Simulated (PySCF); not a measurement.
## Calculated properties of `[AlH4-]`

Species: AlH₄ (charge -1).
Geometry (PBE0-D3(BJ)/def2-SVP, Å), atoms numbered from 1 in this order:
```xyz
5
AlH4 angstrom
Al     0.0035    0.0013   -0.0069
H      0.6231    1.1907   -0.9693
H     -1.0845    0.6568    1.0475
H      1.2267   -0.7150    0.8390
H     -0.7516   -1.1281   -0.9447
```

From PBE0-D3(BJ)/def2-SVP geometry optimisation, gas phase (PySCF):

```yaml
Point_group: Td
Rotational_constants_A_B_C: 69.021, 69.005, 69.001 GHz
```

From B3LYP/pcSseg-1 ground state and GIAO shieldings, non-relativistic (PySCF):

```yaml
HOMO_energy: -2.04 eV
LUMO_energy: 6.12 eV
HOMO–LUMO_gap: 8.16 eV
1H_chemical_shifts_computed_TMS_as_zero_by_class: 3.03 (H2/H3/H4/H5) ppm
Isotropic_shieldings_of_nuclei_other_than_C_and_H_by_class: 485 (Al1) ppm
```

Monoisotopic mass of the ion (most abundant isotopes, electron mass counted): 31.0134 u.

The rotational constants are those of a spherical top; the small spread among constants that symmetry makes equal is optimisation noise. With B = h/(8π²I), that is 505.379 GHz u Å² over I, the principal moments of inertia are 7.3, 7.3 and 7.3 u Å² (most abundant isotopes).

 The geometry's basis has no diffuse functions, a weakness for an anion. No diffuse functions stand in pcSseg-1, which bears on an anion's orbital energies.
